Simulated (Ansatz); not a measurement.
Geometry optimisation, Ansatz 0.2.0, UHF/def2-SVPD.

Input file:

```yaml
crystal:
  periodic: [false, false, false]
  atoms:
    - { symbol: B, position_ang: [0.30003, -0.022368, -0.474424] }
    - { symbol: H, position_ang: [0.090029, -0.237895, 1.904362] }
    - { symbol: H, position_ang: [0.926893, 0.163791, -1.476081] }
    - { symbol: O, position_ang: [-0.999706, -0.251964, -0.470358] }
    - { symbol: H, position_ang: [-1.413696, -0.391006, 0.372217] }
    - { symbol: O, position_ang: [-0.755123, -0.400966, 2.352818] }
    - { symbol: H, position_ang: [-0.584227, -0.507391, 3.272066] }
magnetization:
  spin_polarized: true
  initial_magnetization: 1
basis:
  gaussian: { orbitals: def2-SVPD }
hamiltonian:
  xc: hf
relax:
  f_tol: 0.03
  max_steps: 50
```

Launched with:

```bash
$ ansatz run input.yaml --threads 2 --pin off --max-ram 3072MiB --backend cpu --events-out ev --progress --plain --runs-dir out
```

Where does it end, and by what steps?

It converged. The force dipped under the threshold on the way, but the program's further checks kept it going. After 16 steps the energy has fallen by 0.126 eV; H2 moved furthest, 1.05 Å.

| step | energy less start (eV) | largest force component (eV/Å) | accepted |
| --- | --- | --- | --- |
| 0 | 0.0000 | 1.003 | yes |
| 1 | -0.0474 | 0.890 | yes |
| 2 | -0.0781 | 0.427 | yes |
| 3 | -0.0866 | 0.454 | yes |
| 4 | -0.0649 | 1.598 | no |
| 5 | -0.1008 | 0.293 | yes |
| 6 | -0.1051 | 0.508 | yes |
| 7 | -0.1174 | 0.080 | yes |
| 8 | -0.1186 | 0.075 | yes |
| 9 | -0.1239 | 0.112 | yes |
| 10 | -0.1255 | 0.035 | yes |
| 11 | -0.1228 | 0.457 | no |
| 12 | -0.1261 | 0.008 | yes |
| 13 | -0.1259 | 0.174 | no |
| 14 | -0.1263 | 0.034 | yes |
| 15 | -0.1263 | 0.055 | yes |
| 16 | -0.1264 | 0.021 | yes |

```xyz
7
Properties=species:S:1:pos:R:3
B 0.357 0.035 -1.003
H 0.199 -0.285 2.943
H 0.450 0.142 -2.197
O -0.788 -0.235 -0.399
H -0.760 -0.301 0.549
O -0.612 -0.409 2.476
H -1.283 -0.594 3.113
```

Whether the end is a true minimum wasn't checked by a vibrational analysis.

Time of the run: 11 s on 2 threads of Arm Neoverse V2 (shared host), peak memory 0.15 GiB.
